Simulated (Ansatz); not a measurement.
NaTl3Re: from a trial structure to a relaxed crystal

All numbers below come from DFT PBE, scalar-relativistic, plane waves, PAW in Ansatz 0.2.0.

The start puts NaTl3Re on the cubic perovskite structure type (Pm-3m, No. 221), with Na in place of Sr, Re in place of Ti, Tl in place of O, at a guessed volume.

The final relaxation ran on this input, with the default PAW datasets:

```yaml
crystal:
  lattice:
    - [5.3664032511, 0.0, 0.0]
    - [0.0, 5.3664032511, 0.0]
    - [0.0, 0.0, 5.3664032511]
  atoms:
    - { symbol: Na, position: [0.0, 0.0, 0.0] }
    - { symbol: Tl, position: [0.0, 0.5, 0.5] }
    - { symbol: Tl, position: [0.5, 0.0, 0.5] }
    - { symbol: Tl, position: [0.5, 0.5, 0.0] }
    - { symbol: Re, position: [0.5, 0.5, 0.5] }
basis:
  ecutwfc: 420
kpoints:
  mp_grid: { grid: [8, 8, 8] }
hamiltonian:
  xc: pbe
scf:
  occupations: { method: gaussian, width: 0.1 }
output:
  forces: true
  stress: true
  eigenvalues: true
relax:
  adjacent_minimum: "off"
  f_tol: 0.01
  max_steps: 80
  cell: { stress_tol: 0.05 }
```

Launched as:

```bash
ansatz run input.yaml --threads 1 --pin off --max-ram 2560MiB --backend cpu --events-out ev --progress --plain --runs-dir out
```

Time: 40 s on 1 thread of Arm Neoverse V1, with other jobs on the host, peak memory 0.48 GiB.

The program printed at the end:

```
SCF converged after 5 iterations
Free energy (F): -46684.685241 eV
Harris-Foulkes:  -46684.685241 eV  (|F-HF|=7.28e-12)
Internal energy: -46684.669774 eV  (E = F + TS)
E sigma→0 (E₀):  -46684.677507 eV
Entropy (-TS):   -0.015467 eV (-3.093 meV/atom)
Fermi energy:    8.008828 eV
--- Per-component energies (eV) ---
  E_band       = -557.766687
  E_kinetic    = 1662.704636
  E_local      = -6535.989057  (includes V_loc(G=0)·N_el)
  E_nonlocal   = 1117.723072
  E_hartree    = 2491.379012
  E_xc         = -1130.054980
  E_vxc        = -774.730860  (∫ρ·V_xc dr)
  E_paw        = -39420.606802  (= ΣΔE_a)
  E_vpaw       = -1010.232332  (= ΣTr[D̂ρ^β])
  E_aug_tail   = -0.000011  (compensation charges beyond the density's cutoff)
  E_ewald      = -4869.825643
  E_smearing   = -0.015467  (= −TS)
  E_closure    =  0.000000  (closes the sum)
  Σ components = -46684.685241   (vs F -46684.685241, Δ=0.00e0)
--- Forces (eV/Å), atoms counted from 1 ---
  atom   1  Na     0.00000000     0.00000000     0.00000000
  atom   2  Tl     0.00000000     0.00000000     0.00000000
  atom   3  Tl     0.00000000     0.00000000     0.00000000
  atom   4  Tl     0.00000000     0.00000000     0.00000000
  atom   5  Re     0.00000000     0.00000000     0.00000000
  max |Σ_I F_I| component: 3.04e-29 eV/Å
--- Stress (GPa, compression-positive) ---
       -0.000733       0.000000       0.000000
        0.000000      -0.000733       0.000000
        0.000000       0.000000      -0.000733
  P = ⅓ Tr σ = -0.0007 GPa (-0.007 kbar)
--- Relaxed structure (3 steps of the walk, 3 accepted, 1 SCFs on fresh bases) ---
  F+E_penalty+E_count = -46684.68524121 eV   max|allowed force component| = 3.178e-29 eV/Å   (the final SCF, on the basis selected at the relaxed cell)
  cell:  # Å, volume = 155.2286 Å³
    - [5.374325, 0.000000, 0.000000]
    - [0.000000, 5.374325, 0.000000]
    - [0.000000, 0.000000, 5.374325]
  atoms:
    - { symbol: Na, position: [0.000000, 0.000000, 0.000000] }
    - { symbol: Tl, position: [0.000000, 0.5, 0.5] }
    - { symbol: Tl, position: [0.5, 0.000000, 0.5] }
    - { symbol: Tl, position: [0.5, 0.5, 0.000000] }
    - { symbol: Re, position: [0.5, 0.5, 0.5] }
```

Total energies depend on the potentials used, so only differences within one code and one set of settings carry meaning.

The result has space group Pm-3m (No. 221). Around Na lie 12 Tl at 3.80 Å; Tl has 2 Re at 2.69 Å; Re is coordinated by 6 Tl at 2.69 Å.

Against the elements it lies at 0.45 eV/atom. The zero of energy is the elements' standard structures at the same level; no fitted shifts are applied.

The k mesh leaves about 4 meV/atom of noise in metals. Spin–orbit coupling is left out.

A structure relaxed within its symmetry needn't be a true minimum.